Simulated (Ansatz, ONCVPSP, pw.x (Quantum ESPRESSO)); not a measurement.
**Li (bcc): variants of one ONCV potential in the solid**

* Element: lithium
* Generator: ONCVPSP 4.0.1.1 (patched build)
* Type: optimised norm-conserving Vanderbilt (ONCV)
* Functional: LDA (Perdew-Wang 92)
* Relativity: scalar-relativistic
* Frozen core: [He]
* Valence charge: 1
* Reference configuration: 2s1
* Partial waves: 2s: rc 2.80 bohr, ncon 4, nbas 8, qcut 3 1/bohr, 2 projectors, debl 0.6 Ha; p scattering state at 0.43 Ha: rc 2.30 bohr, ncon 4, nbas 9, qcut 3.9 1/bohr, 2 projectors, debl 1.8 Ha; d scattering state at 0.11 Ha: rc 2.20 bohr, ncon 3, nbas 6, qcut 4.9 1/bohr, 2 projectors, debl 1.8 Ha
* Local potential: polynomial inside 1.55 bohr (lpopt 5, dvloc0 2 Ha)
* Core correction: Teter function fitted to the true core (icmod 2), fcfact 0.65

Crystal test: bcc Li in pw.x 7.5, no spin, 14³ k-points, Fermi–Dirac smearing 0.01 Ry, cutoffs set for each file from its atomic test. The reference is all-electron LAPW (Ansatz 0.2.0) with the same functional, mesh and smearing; V0 and B0 come from Birch–Murnaghan fits to the pressures at five volumes. Errors are pseudo minus all-electron; Δ is the rms difference of the E(V) curves that follow from these fits, minima aligned, over ±6 % about the mean V0. Mesh and smearing are coarse, so the numbers serve the comparison and aren't converged zero-temperature values; the lattice is a test structure that the element need not adopt.

All-electron: a0 = 3.366 Å (V0 = 19.06 Å³/atom), B0 = 15.0 GPa.

1 further variants are left out: they gave no file fit for a test, a broken result, the same result as the base, or pressures whose basis-set error rivals the error shown.

| change | cutoffs (Ry) | pw.x | a0 (Å) | a0 error (%) | B0 error (%) | Δ (meV/atom) | mean pressure error (GPa) |
| --- | --- | --- | --- | --- | --- | --- | --- |
| base | 50/200 | converged | 3.352 | -0.41 | -0.9 | 0.8 | -0.18 |
| all radii but the core radius scaled by about 0.79 (s 2.22, p 1.82, d 1.74 bohr); local potential polynomial inside 1.22 bohr (lpopt 5, dvloc0 2 Ha) | 50/200 | converged | 3.352 | -0.40 | -0.6 | 0.7 | -0.17 |
| all radii but the core radius scaled by about 0.91 (s 2.54, p 2.08, d 2.00 bohr); local potential polynomial inside 1.40 bohr (lpopt 5, dvloc0 2 Ha) | 50/200 | converged | 3.351 | -0.42 | -0.6 | 0.8 | -0.19 |
| all radii but the core radius scaled by about 1.04 (s 2.90, p 2.38, d 2.28 bohr); local potential polynomial inside 1.62 bohr (lpopt 5, dvloc0 2 Ha) | 50/200 | converged | 3.352 | -0.40 | -0.9 | 0.7 | -0.18 |

(1) Give the row for: all radii but the core radius scaled by about 1.15 (s 3.22, p 2.64, d 2.52 bohr); local potential polynomial inside 1.78 bohr (lpopt 5, dvloc0 2 Ha).

Results:

(1) pw.x: converged; energies reset by the program; mean pressure error (GPa): -0.23; a0 (Å): 3.348; a0 error (%): -0.51; B0 error (%): -0.3; Δ (meV/atom): 1.0.
